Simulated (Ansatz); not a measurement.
C4H9+, SMILES `C[C+](C)C` at its PBE0-D4/def2-TZVP geometry, where that method's forces vanish. Charge 1, multiplicity 1.

```xyz
13

C    -1.1142   -0.7154   -0.5826
C     0.0128   -0.0014   -0.0135
C     0.3541    1.3214   -0.5028
C     0.7809   -0.6075    1.0603
H    -1.4720   -1.5484    0.0202
H    -1.9157   -0.0464   -0.9058
H    -0.7072   -1.1356   -1.5246
H     0.0237    2.0090    0.3004
H    -0.1597    1.6074   -1.4186
H     1.4355    1.4733   -0.5594
H     1.7197   -0.1077    1.2860
H     0.1268   -0.5671    1.9505
H     0.9154   -1.6816    0.8898
```

Task: What forces (eV/Å) does r2SCAN-D4/def2-TZVPP give on these atoms in the Gaussian-basis code of Ansatz? (An estimate is asked.)

Result: The calculation gave: 
```
C1  -0.063 -0.039 -0.005
C2   0.005 -0.001 -0.003
C3   0.014  0.055 -0.047
C4   0.059 -0.011  0.041
H5   0.015  0.010 -0.023
H6   0.020 -0.018 -0.015
H7  -0.031  0.006  0.009
H8   0.024  0.004 -0.025
H9   0.005  0.002  0.029
H10 -0.024  0.012  0.019
H11 -0.027 -0.011  0.004
H12  0.020 -0.025 -0.008
H13 -0.015  0.015  0.023
```
